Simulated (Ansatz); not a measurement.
Compare A (`[O]CCF`•) with its isomer B (`[CH2]OCF`•).

Program: Ansatz. Geometries: PBE0-D4/def2-TZVP. ΔE: electronic, gas phase. CCSD(T)/CBS is the MP2 limit (def2-TZVPP, def2-QZVPP) plus CCSD(T) − MP2 in def2-TZVPP, frozen cores. DFT in def2-TZVPP. B3LYP here is the variant with VWN-RPA as its local correlation; programs differ in this. No spin–orbit coupling; open shells (•) take unrestricted orbitals. Each species was taken in one conformer, which may not be the lowest.

A:

Z-matrix (Å, degrees):
```
C
C 1 1.510
O 1 1.356 2 115.7
H 1 1.105 2 110.7 3 -124.7
H 1 1.108 2 109.9 3 121.2
F 2 1.380 1 109.8 3 72.2
H 2 1.094 1 110.3 3 -47.0
H 2 1.095 1 110.7 3 -168.5
```

B:

Z-matrix (Å, degrees):
```
C
O 1 1.379
F 1 1.374 2 110.7
H 1 1.090 2 107.1 3 -117.9
H 1 1.096 2 111.3 3 119.1
C 2 1.357 1 115.5 3 -71.2
H 6 1.083 2 118.5 1 24.7
H 6 1.079 2 113.6 1 178.8
```

Which isomer does CCSD(T)/CBS put lower? Give the gap. (Estimate.)

The calculation gave: B, by 6.0 kcal/mol.

Give E(B) − E(A) in kcal/mol with B3LYP, B2PLYP, CCSD(T)/def2-TZVPP, HF/def2-TZVPP, ωB97M-V, BLYP-D4, PBE-D4. (Estimate.)

Computed: B3LYP -4.1, B2PLYP -5.6, CCSD(T)/def2-TZVPP -5.4, HF/def2-TZVPP 3.6, ωB97M-V -4.3, BLYP-D4 -4.6, PBE-D4 -4.9. The order is the other way round with HF/def2-TZVPP.

Does the order hold for the free energy at 298.15 K (harmonic terms from PBE0-D4)? (Best estimate.)

Ansatz gave: Yes: G(B) − G(A) = -5.3 kcal/mol, for one conformer each.

Largest T1 diagnostic: 0.016.

From PBE to PBE0 (25 % exact exchange), in def2-TZVPP and without D4, E(B) − E(A) moves by +1.1 kcal/mol. At CCSD(T), def2-SVP lies +0.9 kcal/mol from the extrapolated value and def2-TZVPP +0.6 kcal/mol.
